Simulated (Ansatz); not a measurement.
The input, for Ansatz 0.2.0:

```yaml
crystal:
  periodic: [false, false, false]
  atoms:
    - {symbol: P, position_ang: [-0.000018, -0.308452, 2.734017]}
    - {symbol: Ga, position_ang: [0.000037, -0.331123, 0.518198]}
    - {symbol: P, position_ang: [-0.000017, -0.395718, -1.660508]}
    - {symbol: H, position_ang: [-0.000002, 1.035293, -1.591708]}
basis:
  gaussian: {orbitals: cc-pVDZ}
magnetization: {spin_polarized: false, initial_magnetization: 2}
correlation: {method: ccsdt_q, electrons: outside_noble_gas}
```

```sh
$ ansatz run in.yaml --threads 1 --pin off --events-out ev --progress --plain --max-ram 2393MiB
```

The program prints:

```
1329 factors; integrals over basis functions are off by at most 2.4e-7 eV
mean field evaluation 1: about -70890.4808 eV, gradient 1.4e1 eV
mean field evaluation 2: about -70890.4985 eV, gradient 1.4e1 eV
mean field evaluation 4: about -70891.6915 eV, gradient 5.0e0 eV
mean field evaluation 8: about -70892.0289 eV, gradient 3.3e-1 eV
mean field evaluation 16: about -70892.0357 eV, gradient 1.5e-6 eV
mean field evaluation 32: about -70891.5845 eV, gradient 7.3e-1 eV
mean field evaluation 64: about -70891.8781 eV, gradient 2.7e0 eV
mean field evaluation 96: about -70885.1381 eV, gradient 1.4e1 eV
mean field evaluation 128: about -70891.6894 eV, gradient 2.8e-3 eV
mean field evaluation 160: about -70887.3630 eV, gradient 1.7e-1 eV
...
cycle  18  -8.39873141 eV  change   -2.0e-5 eV  update   6.5e-5
cycle  19  -8.39870266 eV  change    2.9e-5 eV  update   4.6e-5
cycle  20  -8.39868714 eV  change    1.6e-5 eV  update   3.0e-5
cycle  21  -8.39868326 eV  change    3.9e-6 eV  update   2.1e-5
cycle  22  -8.39868185 eV  change    1.4e-6 eV  update   1.3e-5
cycle  23  -8.39868799 eV  change   -6.1e-6 eV  update   9.2e-6
cycle  24  -8.39869169 eV  change   -3.7e-6 eV  update   5.8e-6
cycle  25  -8.39869262 eV  change   -9.4e-7 eV  update   3.6e-6
cycle  26  -8.39869356 eV  change   -9.4e-7 eV  update   2.0e-6
cycle  27  -8.39869361 eV  change   -5.0e-8 eV  update   1.2e-6
perturbative correction -0.03656775 eV, -0.0013438400 hartree
Total energy: -70900.47096360 eV, -2605.5442498471 hartree
```

Ran on 1 thread of Arm Neoverse V1, shared host: 4.4 min wall, 1 GiB peak host memory.
